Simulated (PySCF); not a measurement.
Coordinates in bohr (charge 1 multiplicity 3):
```
B     0.8848   -1.5325    0.0000
B    -1.7696    0.0000    0.0000
B     0.8848    1.5325    0.0000
```

All numbers come from UPBE0 in PySCF with B def2-TZVP; no relativity; density-fitted integrals.

This geometry of [B3]+ is a stationary point at this level.

Q: What is the point group?

A: D3h.

Q: Is it a minimum?

A: Yes: all harmonic wavenumbers are real.

Q: What are the dipole moment and the gap between the highest occupied and lowest empty levels of either spin?

A: 0.00 D about the centre of mass and 2.73 eV.

Q: Give the ideal-gas entropy at 298.15 K and 1 bar by parts.

A: translation 152.5, rotation 69.8, vibration 2.1, spin 9.1; total 233.6 J/(mol K).

Other isomers or separated fragments may lie lower. At this level a broken-symmetry Ms = 0 minimum of D3h symmetry lies 7 kJ/mol below this structure.
